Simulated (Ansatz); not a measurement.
Input file:

```yaml
crystal:
  periodic: [false, false, false]
  atoms:
    - { symbol: O, position_ang: [-0.407033, -1.519847, -0.90094] }
    - { symbol: C, position_ang: [0.307228, -0.789829, 0.002486] }
    - { symbol: F, position_ang: [1.490797, -0.376159, -0.547018] }
    - { symbol: C, position_ang: [-0.507035, 0.414221, 0.383018] }
    - { symbol: C, position_ang: [-0.069713, 1.745563, 0.055391] }
    - { symbol: "N", position_ang: [0.141254, 1.45692, 1.240895] }
    - { symbol: H, position_ang: [0.030404, -2.354204, -1.058116] }
    - { symbol: H, position_ang: [0.580026, -1.380297, 0.887627] }
    - { symbol: H, position_ang: [-1.554416, 0.186084, 0.577724] }
    - { symbol: H, position_ang: [0.071489, 2.566249, -0.638168] }
basis:
  gaussian: { orbitals: def2-SVP }
hamiltonian:
  xc: { name: BHLYP }
  dispersion: d4
neb:
  order_check: false
  images: 9
  f_tol: 0.05
  max_iterations: 55
  final_atoms:
    - { symbol: O, position_ang: [0.42267402, -0.8145653, -1.2055208] }
    - { symbol: C, position_ang: [0.09111039, -0.89558203, 0.1134068] }
    - { symbol: F, position_ang: [1.10867955, -1.47771646, 0.82145861] }
    - { symbol: C, position_ang: [-0.16992524, 0.47809871, 0.6554731] }
    - { symbol: C, position_ang: [-0.39447263, 1.61062807, -0.20473249] }
    - { symbol: "N", position_ang: [0.75332447, 1.59282959, 0.25631444] }
    - { symbol: H, position_ang: [0.58840221, -1.69134878, -1.54560911] }
    - { symbol: H, position_ang: [-0.78481398, -1.53869358, 0.2813275] }
    - { symbol: H, position_ang: [-0.51293614, 0.47795772, 1.69030895] }
    - { symbol: H, position_ang: [-1.01904163, 2.20709307, -0.859528] }
  initial_path:
    images:
      - { positions_ang: [[-0.407033, -1.519847, -0.90094], [0.307228, -0.789829, 0.002486], [1.490797, -0.376159, -0.547018], [-0.507035, 0.414221, 0.383018], [-0.069713, 1.745563, 0.055391], [0.141254, 1.45692, 1.240895], [0.030404, -2.354204, -1.058116], [0.580026, -1.380297, 0.887627], [-1.554416, 0.186084, 0.577724], [0.071489, 2.566249, -0.638168]] }
      - { positions_ang: [[-0.38062526, -1.48431716, -0.94480375], [0.27382102, -0.80516845, 0.0291843], [1.48637907, -0.45039526, -0.43979577], [-0.48130837, 0.41951165, 0.40700649], [-0.08488015, 1.7262859, 0.02340349], [0.21528959, 1.48595632, 1.1862143], [0.12594224, -2.22480483, -1.14744516], [0.4541746, -1.42956623, 0.88948507], [-1.49921023, 0.2217446, 0.70675892], [-0.0265815, 2.48945446, -0.70710889]] }
      - { positions_ang: [[-0.35421753, -1.44878732, -0.98866749], [0.24041403, -0.82050791, 0.0558826], [1.48196113, -0.52463152, -0.33257355], [-0.45558174, 0.42480231, 0.43099498], [-0.10004731, 1.7070088, -0.00858403], [0.28932519, 1.51499263, 1.1315336], [0.22148048, -2.09540567, -1.23677432], [0.3283232, -1.47883545, 0.89134314], [-1.44400445, 0.25740521, 0.83579384], [-0.12465201, 2.41265992, -0.77604978]] }
      - { positions_ang: [[-0.32780979, -1.41325749, -1.03253124], [0.20700705, -0.83584736, 0.08258091], [1.4775432, -0.59886778, -0.22535132], [-0.42985511, 0.43009296, 0.45498347], [-0.11521446, 1.6877317, -0.04057154], [0.36336078, 1.54402895, 1.0768529], [0.31701872, -1.9660065, -1.32610348], [0.2024718, -1.52810468, 0.89320121], [-1.38879868, 0.29306581, 0.96482876], [-0.22272251, 2.33586538, -0.84499067]] }
      - { positions_ang: [[-0.30140205, -1.37772765, -1.07639499], [0.17360006, -0.85118681, 0.10927921], [1.47312526, -0.67310403, -0.1181291], [-0.40412848, 0.43538361, 0.47897196], [-0.13038162, 1.6684546, -0.07255905], [0.43739638, 1.57306527, 1.0221722], [0.41255696, -1.83660734, -1.41543264], [0.0766204, -1.5773739, 0.89505927], [-1.3335929, 0.32872641, 1.09386368], [-0.32079301, 2.25907083, -0.91393155]] }
      - { positions_ang: [[-0.27499432, -1.34219781, -1.12025873], [0.14019308, -0.86652626, 0.13597751], [1.46870733, -0.74734029, -0.01090687], [-0.37840185, 0.44067427, 0.50296046], [-0.14554877, 1.64917751, -0.10454657], [0.51143197, 1.60210158, 0.9674915], [0.50809521, -1.70720817, -1.5047618], [-0.04923101, -1.62664313, 0.89691734], [-1.27838713, 0.36438702, 1.22289861], [-0.41886352, 2.18227629, -0.98287244]] }
      - { positions_ang: [[-0.13546065, -1.23667131, -1.13731115], [0.13037654, -0.87233742, 0.13146337], [1.39670177, -0.89341553, 0.15556622], [-0.33670653, 0.44815916, 0.53346298], [-0.19533354, 1.64146762, -0.12458375], [0.55981047, 1.60024718, 0.82525609], [0.52415661, -1.7040363, -1.51293126], [-0.1963476, -1.60905322, 0.77379938], [-1.12529693, 0.38710116, 1.31638067], [-0.53889914, 2.18723965, -0.95820356]] }
      - { positions_ang: [[0.00407302, -1.13114481, -1.15436356], [0.12056, -0.87814857, 0.12694923], [1.32469622, -1.03949076, 0.32203932], [-0.29501121, 0.45564404, 0.56396551], [-0.24511832, 1.63375773, -0.14462094], [0.60818897, 1.59839278, 0.68302068], [0.54021801, -1.70086442, -1.52110072], [-0.3434642, -1.59146331, 0.65068141], [-0.97220673, 0.4098153, 1.40986274], [-0.65893476, 2.192203, -0.93353467]] }
      - { positions_ang: [[0.14360668, -1.02561831, -1.17141597], [0.11074346, -0.88395972, 0.12243508], [1.25269066, -1.18556599, 0.48851242], [-0.25331589, 0.46312893, 0.59446804], [-0.29490309, 1.62604785, -0.16465812], [0.65656747, 1.59653839, 0.54078526], [0.55627941, -1.69769254, -1.52927019], [-0.49058079, -1.5738734, 0.52756344], [-0.81911654, 0.43252944, 1.50334481], [-0.77897038, 2.19716636, -0.90886578]] }
      - { positions_ang: [[0.28314035, -0.92009181, -1.18846839], [0.10092692, -0.88977088, 0.11792094], [1.18068511, -1.33164123, 0.65498551], [-0.21162056, 0.47061382, 0.62497057], [-0.34468786, 1.61833796, -0.1846953], [0.70494597, 1.59468399, 0.39854985], [0.57234081, -1.69452066, -1.53743965], [-0.63769739, -1.55628349, 0.40444547], [-0.66602634, 0.45524358, 1.59682688], [-0.89900601, 2.20212971, -0.88419689]] }
      - { positions_ang: [[0.42267402, -0.8145653, -1.2055208], [0.09111039, -0.89558203, 0.1134068], [1.10867955, -1.47771646, 0.82145861], [-0.16992524, 0.47809871, 0.6554731], [-0.39447263, 1.61062807, -0.20473249], [0.75332447, 1.59282959, 0.25631444], [0.58840221, -1.69134878, -1.54560911], [-0.78481398, -1.53869358, 0.2813275], [-0.51293614, 0.47795772, 1.69030895], [-1.01904163, 2.20709307, -0.859528]] }
```

Command:

```bash
$ ansatz run input.yaml --threads 2 --pin off --max-ram 3072MiB --backend cpu --events-out ev --progress --plain --runs-dir out
```

Hardware: 2 threads of Arm Neoverse V1, on a shared host.

Roughly how long does this run take, and how much memory?

3.4 min, with a peak of 0.23 GiB, for 8 band iterations.
